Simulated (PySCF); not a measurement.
Sulfur: a sound run and one with changed settings

Sound run: S [Ne] 3s2 3p4, S⁺ [Ne] 3s2 3p3. Computed with PySCF 2.14 in cc-pVDZ-DK (4s3p1d, 18 functions), with scalar relativity by spin-free X2C-1e. In the sound run the correlated levels freeze [Ne]. The sound run starts from symmetry-adapted Hartree-Fock orbitals and uses a fine grid where one is needed.

Changed run: the non-relativistic Hamiltonian (point nucleus). This setting is unsound on purpose.

```tsv
species	method	sound run (hartree)	changed run (hartree)	converged
S	UHF	-398.57668	-397.23975	yes
S	r2SCAN	-399.16381	-397.82770	yes
S	B3LYP	-399.21406	-397.87788	yes
S	MP2	-398.66051	-397.32352	yes
S	CCSD(T)	-398.68040	-397.34346	yes
S⁺	UHF	-398.23931	-396.90135	yes
S⁺	r2SCAN	-398.78456	-397.44734	yes
S⁺	B3LYP	-398.82928	-397.49208	yes
S⁺	MP2	-398.30715	-396.96922	yes
S⁺	CCSD(T)	-398.32647	-396.98862	yes
```

Ionisation energy of S:

```csv
method,sound run (eV),changed run (eV)
UHF,9.180,9.208
r2SCAN,10.320,10.350
B3LYP,10.470,10.498
MP2,9.615,9.641
SCS-MP2,9.644,9.670
CCSD,9.625,9.650
CCSD(T),9.631,9.656
```

Most of the change in total energy is the relativistic energy itself. On top of that the contraction fixes the core shape for the Hamiltonian it was made with, so the changed run is not a good calculation with the other Hamiltonian either.

For comparison, NIST gives 10.360 eV between the lowest levels.
